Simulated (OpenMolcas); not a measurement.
**H2O3 (trioxidane), step by step**

Wanted: the energy (UHF/cc-pVTZ), then the energy (CASSCF(2,2)/cc-pVTZ), then a single-point energy (CASPT2(2,2)/cc-pVTZ), then a single-point energy, then the energy (SC-NEVPT2(2,2)/cc-pVTZ) of H2O3 (trioxidane). 

The results are computed with OpenMolcas 26.06.

## 1. The structure to begin with

H2O3 has 5 atoms, charge 0, and is taken as a singlet. SMILES: `OOO`. The O3–H5 distance was set to 1.743 Å, away from the relaxed value. At this shape a bond of the SMILES string is far longer than usual.

Bond lengths: O1–O2 1.403 Å, O2–O3 1.403 Å, O1–H4 0.968 Å. Angles: O1–O2–O3 108.0°, O2–O1–H4 102.8°.

## 2. A single-point energy at UHF/cc-pVTZ (RICD fitting) (run 1)

step1.input reads:

```
&GATEWAY
  BasLib=$CurrDir
  BasisSet
  O.cc-pVTZ....
  O1 -1.021274 -1.379236 0.222740 angstrom
  O2 -0.186604 -0.722846 1.139110 angstrom
  O3 1.120136 -0.746116 0.629950 angstrom
  End of Basis
  BasisSet
  H.cc-pVTZ....
  H4 -1.363364 -0.651066 -0.316320 angstrom
  H5 1.239280 0.782200 -0.199990 angstrom
  End of Basis
  RICD

&SEWARD

&SCF
  UHF
  Scramble=0.25
  PrOrbitals=1 1
```

The basis set cc-pVTZ is read from a file made from the Basis Set Exchange's data (not shown).

Command:

```
$ export MOLCAS_MEM=1860
$ pymolcas step1.input > step1.log
```

Standard output:

```text
--- Start Module: gateway ---
[...]
--- Stop Module: gateway /rc=_RC_ALL_IS_WELL_ ---
--- Start Module: seward ---
[...]
      Basis functions          118
--- Stop Module: seward /rc=_RC_ALL_IS_WELL_ ---
[...]
--- Start Module: scf ---
[...]
       Convergence after  33 Iterations
[...]
::    Total SCF energy                               -225.5226860001
[...]
      Total spin, S                                     0.5463361609
[...]
      Total electronic charge=   26.000000
      Total            charge=   -0.000000
[...]
      Dipole Moment (debye):
      Origin of the operator (angstrom)=   -0.0306   -0.9085    0.6268
                   X= -8.6912E-01               Y=  1.4055E+00               Z= -1.3380E+00           Total=  2.1262E+00
      Quadrupole Moment (debye*angstrom):
[...]
--- Stop Module: scf /rc=_RC_ALL_IS_WELL_ ---
[...]
```

Wall time 13 s (1 thread of Arm Neoverse V1, shared host); peak memory 0.089 GiB.

## 3. The energy at CASSCF(2,2)/cc-pVTZ (RICD fitting) (run 2)

step2.input reads:

```
&GATEWAY
 BASLIB=$CurrDir
 BASISSET
 O.cc-pVTZ....
 O1 -1.021274 -1.379236 0.222740 angstrom
 O2 -0.186604 -0.722846 1.139110 angstrom
 O3 1.120136 -0.746116 0.629950 angstrom
 End of Basis
 BASISSET
 H.cc-pVTZ....
 H4 -1.363364 -0.651066 -0.316320 angstrom
 H5 1.239280 0.782200 -0.199990 angstrom
 End of Basis
 RICD

&SEWARD

&RASSCF
 FILEORB=$CurrDir/step1.UnaOrb
 SPIN=1
 NACTEL=2 0 0
 INACTIVE=12
 RAS2=2
 ORBLISTING=Nothing
 ORBAPPEAR=Compact
```

The basis set cc-pVTZ is read from a file made from the Basis Set Exchange's data (not shown).

Command:

```
$ export MOLCAS_MEM=1860
$ pymolcas step2.input > step2.log
```

Standard output:

```text
--- Start Module: gateway ---
[...]
--- Stop Module: gateway /rc=_RC_ALL_IS_WELL_ ---
--- Start Module: seward ---
[...]
      Basis functions          118
--- Stop Module: seward /rc=_RC_ALL_IS_WELL_ ---
[...]
--- Start Module: rasscf ---
[...]
      Number of active orbitals                  2
[...]
      Spin quantum number                      0.0
[...]
      Active orbitals                            2
[...]
      Number of CSFs                             3
[...]
      Number of root(s) required                 1
[...]
      Convergence after 13 iterations
[...]
      printout of CI-coefficients larger than  0.05 for root  1
      energy=    -225.544700
      conf/sym  11     Coeff  Weight
             1  20  -0.91973 0.84589
             3  02   0.39256 0.15411
      Natural orbitals and occupation numbers for root  1
      sym 1:   1.691789   0.308211
      ************************************************************************************************************************
      *                                                    Final results                                                     *
[...]
::    RASSCF root number  1 Total energy:   -225.54470033
[...]
      Total electronic charge=   26.000000
      Total            charge=   -0.000000
[...]
      Dipole Moment (debye):
      Origin of the operator (angstrom)=   -0.0306   -0.9085    0.6268
                   X= -7.3608E-01               Y=  1.8314E+00               Z= -1.5503E+00           Total=  2.5098E+00
      Quadrupole Moment (debye*angstrom):
[...]
--- Stop Module: rasscf /rc=_RC_ALL_IS_WELL_ ---
[...]
```

Run time: 8.1 s. Hardware: 1 thread of Arm Neoverse V1, shared host; peak memory 0.094 GiB.

## 4. A single-point energy at CASPT2(2,2)/cc-pVTZ (RICD fitting) (run 3)

step3.input reads:

```
&gateway
 baslib
 $CurrDir
 basisset
 O.cc-pVTZ....
 O1 -1.021274 -1.379236 0.222740 angstrom
 O2 -0.186604 -0.722846 1.139110 angstrom
 O3 1.120136 -0.746116 0.629950 angstrom
 End of Basis
 basisset
 H.cc-pVTZ....
 H4 -1.363364 -0.651066 -0.316320 angstrom
 H5 1.239280 0.782200 -0.199990 angstrom
 End of Basis
 ricd

&seward

&rasscf
 fileorb
 $CurrDir/step2.RasOrb
 spin
 1
 nactel
 2 0 0
 inactive
 12
 ras2
 2
 orblisting
 Nothing
 orbappear
 Compact

&caspt2
 ipea
 0.25
 imaginary
 0.1
 frozen
 3
```

The basis set cc-pVTZ is read from a file made from the Basis Set Exchange's data (not shown).

Command:

```
$ export MOLCAS_MEM=1860
$ pymolcas step3.input > step3.log
```

Standard output:

```text
--- Start Module: gateway ---
[...]
--- Stop Module: gateway /rc=_RC_ALL_IS_WELL_ ---
[...]
      Basis functions          118
[...]
--- Start Module: rasscf ---
[...]
      Number of active orbitals                  2
[...]
      Spin quantum number                      0.0
[...]
      Active orbitals                            2
[...]
      Number of CSFs                             3
[...]
      Number of root(s) required                 1
[...]
      Convergence after  4 iterations
[...]
      printout of CI-coefficients larger than  0.05 for root  1
      energy=    -225.544700
      conf/sym  11     Coeff  Weight
             1  20  -0.91973 0.84589
             3  02   0.39256 0.15411
      Natural orbitals and occupation numbers for root  1
      sym 1:   1.691789   0.308211
      ************************************************************************************************************************
      *                                                    Final results                                                     *
[...]
::    RASSCF root number  1 Total energy:   -225.54470033
[...]
      Total electronic charge=   26.000000
      Total            charge=   -0.000000
[...]
      Dipole Moment (debye):
      Origin of the operator (angstrom)=   -0.0306   -0.9085    0.6268
                   X= -7.3614E-01               Y=  1.8314E+00               Z= -1.5503E+00           Total=  2.5098E+00
      Quadrupole Moment (debye*angstrom):
[...]
--- Stop Module: rasscf /rc=_RC_ALL_IS_WELL_ ---
[...]
--- Start Module: caspt2 ---
[...]
      E2 (Variational):          -0.7022270629
      Total energy:            -226.2469273956
[...]
      Reference weight:           0.84961
[...]
::    CASPT2 Root  1     Total energy:   -226.24692740
[...]
--- Stop Module: caspt2 /rc=_RC_ALL_IS_WELL_ ---
[...]
```

Wall time 7.2 s (1 thread of Arm Neoverse V1, shared host); peak memory 0.13 GiB.

## 5. The energy at CASPT2[IPEA 0](2,2)/cc-pVTZ (RICD fitting) (run 4)

step4.inp reads:

```
* H2O3 CASPT2

&GATEWAY
 BasLib
 $CurrDir
 BasisSet
 O.cc-pVTZ....
 O1 -1.021274 -1.379236 0.222740 angstrom
 O2 -0.186604 -0.722846 1.139110 angstrom
 O3 1.120136 -0.746116 0.629950 angstrom
 End of Basis
 BasisSet
 H.cc-pVTZ....
 H4 -1.363364 -0.651066 -0.316320 angstrom
 H5 1.239280 0.782200 -0.199990 angstrom
 End of Basis
 RICD

&SEWARD

&RASSCF
 FileOrb
 $CurrDir/step2.RasOrb
 Spin
 1
 Nactel
 2 0 0
 Inactive
 12
 Ras2
 2
 OrbListing
 Nothing
 OrbAppear
 Compact

&CASPT2
 IPEA
 0
 Imaginary
 0.1
 Frozen
 3
```

The basis set cc-pVTZ is read from a file made from the Basis Set Exchange's data (not shown).

Command:

```
$ export MOLCAS_MEM=1860
$ pymolcas step4.inp > step4.log
```

Standard output:

```text
--- Start Module: gateway ---
[...]
--- Stop Module: gateway /rc=_RC_ALL_IS_WELL_ ---
[...]
      Basis functions          118
[...]
--- Start Module: rasscf ---
[...]
      Number of active orbitals                  2
[...]
      Spin quantum number                      0.0
[...]
      Active orbitals                            2
[...]
      Number of CSFs                             3
[...]
      Number of root(s) required                 1
[...]
      Convergence after  4 iterations
[...]
      printout of CI-coefficients larger than  0.05 for root  1
      energy=    -225.544700
      conf/sym  11     Coeff  Weight
             1  20  -0.91973 0.84589
             3  02   0.39256 0.15411
      Natural orbitals and occupation numbers for root  1
      sym 1:   1.691789   0.308211
      ************************************************************************************************************************
      *                                                    Final results                                                     *
[...]
::    RASSCF root number  1 Total energy:   -225.54470033
[...]
      Total electronic charge=   26.000000
      Total            charge=   -0.000000
[...]
      Dipole Moment (debye):
      Origin of the operator (angstrom)=   -0.0306   -0.9085    0.6268
                   X= -7.3614E-01               Y=  1.8314E+00               Z= -1.5503E+00           Total=  2.5098E+00
      Quadrupole Moment (debye*angstrom):
[...]
--- Stop Module: rasscf /rc=_RC_ALL_IS_WELL_ ---
[...]
--- Start Module: caspt2 ---
[...]
      E2 (Variational):          -0.7050570473
      Total energy:            -226.2497573799
[...]
      Reference weight:           0.84776
[...]
::    CASPT2 Root  1     Total energy:   -226.24975738
[...]
--- Stop Module: caspt2 /rc=_RC_ALL_IS_WELL_ ---
[...]
```

Run time: 7.2 s. Hardware: 1 thread of Arm Neoverse V1, shared host; peak memory 0.13 GiB.

## 6. The energy at SC-NEVPT2(2,2)/cc-pVTZ (RICD fitting) (run 5)

step5.input reads:

```
&GATEWAY
BasLib = $CurrDir
BasisSet
O.cc-pVTZ....
O1 -1.021274 -1.379236 0.222740 angstrom
O2 -0.186604 -0.722846 1.139110 angstrom
O3 1.120136 -0.746116 0.629950 angstrom
End of Basis
BasisSet
H.cc-pVTZ....
H4 -1.363364 -0.651066 -0.316320 angstrom
H5 1.239280 0.782200 -0.199990 angstrom
End of Basis
RICD
&SEWARD
&RASSCF
FileOrb = $CurrDir/step2.RasOrb
Spin = 1
Nactel = 2 0 0
Inactive = 12
Ras2 = 2
OrbListing = Nothing
OrbAppear = Compact
&CASPT2
SC-NEVPT2
Frozen = 3
```

The basis set cc-pVTZ is read from a file made from the Basis Set Exchange's data (not shown).

Command:

```
$ export MOLCAS_MEM=1860
$ pymolcas step5.input > step5.log
```

Standard output:

```text
--- Start Module: gateway ---
[...]
--- Stop Module: gateway /rc=_RC_ALL_IS_WELL_ ---
[...]
      Basis functions          118
[...]
--- Start Module: rasscf ---
[...]
      Number of active orbitals                  2
[...]
      Spin quantum number                      0.0
[...]
      Active orbitals                            2
[...]
      Number of CSFs                             3
[...]
      Number of root(s) required                 1
[...]
      Convergence after  4 iterations
[...]
      printout of CI-coefficients larger than  0.05 for root  1
      energy=    -225.544700
      conf/sym  11     Coeff  Weight
             1  20  -0.91973 0.84589
             3  02   0.39256 0.15411
      Natural orbitals and occupation numbers for root  1
      sym 1:   1.691789   0.308211
      ************************************************************************************************************************
      *                                                    Final results                                                     *
[...]
::    RASSCF root number  1 Total energy:   -225.54470033
[...]
      Total electronic charge=   26.000000
      Total            charge=   -0.000000
[...]
      Dipole Moment (debye):
      Origin of the operator (angstrom)=   -0.0306   -0.9085    0.6268
                   X= -7.3614E-01               Y=  1.8314E+00               Z= -1.5503E+00           Total=  2.5098E+00
      Quadrupole Moment (debye*angstrom):
[...]
--- Stop Module: rasscf /rc=_RC_ALL_IS_WELL_ ---
[...]
--- Start Module: caspt2 ---
[...]
      E2 (Variational):          -0.6985393939
[...]
      E2 (Variational):          -0.6983573568
      Total energy:            -226.2430576894
[...]
      Reference weight:           0.85143
[...]
::    SC-NEVPT2 Root  1     Total energy:   -226.24305769
[...]
--- Stop Module: caspt2 /rc=_RC_ALL_IS_WELL_ ---
[...]
```

Wall time 6.6 s (1 thread of Arm Neoverse V1, shared host); peak memory 0.13 GiB.

## 7. Results

| quantity | value |
| --- | --- |
| run 1, UHF/cc-pVTZ: total energy | -225.52269 Eh |
| run 1, UHF/cc-pVTZ: dipole moment | 2.13 D |
| run 1, UHF/cc-pVTZ: HOMO energy | -13.06 eV |
| run 1, UHF/cc-pVTZ: LUMO energy | 1.95 eV |
| run 1, UHF/cc-pVTZ: HOMO–LUMO gap | 15.01 eV |
| run 1, UHF/cc-pVTZ: ⟨S²⟩ | 0.845 |
| run 2, CASSCF(2,2)/cc-pVTZ: total energy | -225.54470 Eh |
| run 2, CASSCF(2,2)/cc-pVTZ: dipole moment (CASSCF density) | 2.51 D |
| run 3, CASPT2(2,2)/cc-pVTZ: total energy | -226.24693 Eh |
| run 3, CASPT2(2,2)/cc-pVTZ: dipole moment (CASSCF density) | 2.51 D |
| run 4, CASPT2[IPEA 0](2,2)/cc-pVTZ: total energy | -226.24976 Eh |
| run 4, CASPT2[IPEA 0](2,2)/cc-pVTZ: dipole moment (CASSCF density) | 2.51 D |
| run 5, SC-NEVPT2(2,2)/cc-pVTZ: total energy | -226.24306 Eh |
| run 5, SC-NEVPT2(2,2)/cc-pVTZ: dipole moment (CASSCF density) | 2.51 D |

In words: ⟨S²⟩ (run 1, UHF/cc-pVTZ) is 0.84 where a pure singlet has 0.00: the reference is spin-contaminated. Mulliken charges (run 1, UHF/cc-pVTZ) run from -0.20 on O1 to +0.25 on H4; they depend strongly on the basis. Mulliken charges (run 2, CASSCF(2,2)/cc-pVTZ) run from -0.21 on O1 to +0.25 on H4. Mulliken charges (run 4, CASPT2[IPEA 0](2,2)/cc-pVTZ) of the CASSCF density run from -0.21 on O1 to +0.25 on H4; they depend strongly on the basis. Mulliken charges (run 5, SC-NEVPT2(2,2)/cc-pVTZ) of the CASSCF density run from -0.21 on O1 to +0.25 on H4.
